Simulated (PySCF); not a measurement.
**The bond of NaCl, level by level**

An exercise on one series of results from a longer session: the logs are not shown, and one member is left open.

Method: Na aug-cc-pVDZ, Cl aug-cc-pV(D+d)Z, no relativity; program: PySCF 2.14.0.

The first run:

The job is set up so:

| Item | Value |
| --- | --- |
| atoms | Na, Cl |
| charge | 0 |
| basis | Na aug-cc-pVDZ, Cl aug-cc-pV(D+d)Z |
| Hamiltonian | no relativity |
| basis functions | 59 |
| electrons treated | 28 |
| masses in u | 22.9898, 34.9689 |
| levels | PBE0, PBE, r²SCAN, TPSSh, LDA, B3LYP, HSE06, HF, MP2, SCS-MP2, CCSD, CCSD(T) |
| grid | 80 radial by 434 angular points |
| occupations | held fixed by the projection of orbital angular momentum |
| dissociation limit | Na + Cl, each in its ground configuration |
| starting distance in angstrom | 2.545 |
| values of 2S to try | 0, 2 |

Run with:

```sh
OMP_NUM_THREADS=1 python dia.py task.json out
```

Steps of the session up to this table: The job; PBE0 along the bond; Excited determinants; PBE; r²SCAN (meta-GGA); TPSSh; LDA (local density); B3LYP (global hybrid GGA); HSE06 (range-separated hybrid); RHF; Correlated methods on the Hartree–Fock reference.

One table of the session follows, with a row left open; its other results are not shown here.

Differences from CCSD(T) in the same basis:

| level | Re (mÅ) | ωe (%) |
| --- | --- | --- |
| RHF | -4 | +4.2 |
| RHF-MP2 | -2 | +0.4 |
| RHF-SCS-MP2 | -2 | +0.4 |
| RHF-CCSD | -3 | +0.6 |
| LDA | ? | ? |
| PBE | -22 | +2.5 |
| r²SCAN | -25 | +4.7 |
| TPSSh | -22 | +3.5 |
| B3LYP | -26 | +3.8 |
| PBE0 | -31 | +5.1 |
| HSE06 | -30 | +4.8 |

Estimate the missing values for LDA.

The run gave: Re (mÅ): -63; ωe (%): +6.6. In the column «Re (mÅ)» it is the lowest.
